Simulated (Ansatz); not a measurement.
Molecule (SMILES): [SH] (SH), doublet.
Atoms: S1, H2. Bonds: S1-H2.

Basis-set convergence of the optimised S1-H2 bond length at CCSD(T) with Ansatz (a program for electronic structure). The reference of a correlated method is not its basis-set limit, which lies further on. All functions are spherical. Cores are frozen. Open shells are unrestricted. No added dispersion term, no relativity. Reference: the value in def2-QZVPPD, 1.3421 Å, itself unsure by roughly 0.0002 Å (its mean distance from pcseg-3, def2-QZVPP, cc-pV(Q+d)Z). Deviations are taken from unrounded values.

```
basis            functions  optimised S1-H2 bond length (Å)  minus reference (Å)
---------------  ---------  -------------------------------  -------------------
def2-SV(P)              20                           1.3669               0.0248
def2-SVP                23                           1.3497               0.0076
aug-pcseg-1             36                           1.3539               0.0118
aug-cc-pV(D+d)Z         41                           1.3551               0.0129
def2-TZVP               43                           1.3460               0.0039
def2-TZVPP              56                           1.3413              -0.0008
jun-cc-pV(T+d)Z         62                           1.3428               0.0006
aug-pcseg-2             73                           1.3420              -0.0001
aug-cc-pV(T+d)Z         78                           1.3435               0.0013
def2-QZVPP             100                           1.3420              -0.0001
```

The smallest set listed that lies within 0.005 Å of the reference with all its larger relatives (same family, alike in diffuse functions; a set with none counts only in the reference's own line) is def2-TZVP (43 functions, 0.0039 Å off). Inside, with no larger relative to test it: aug-pcseg-2.
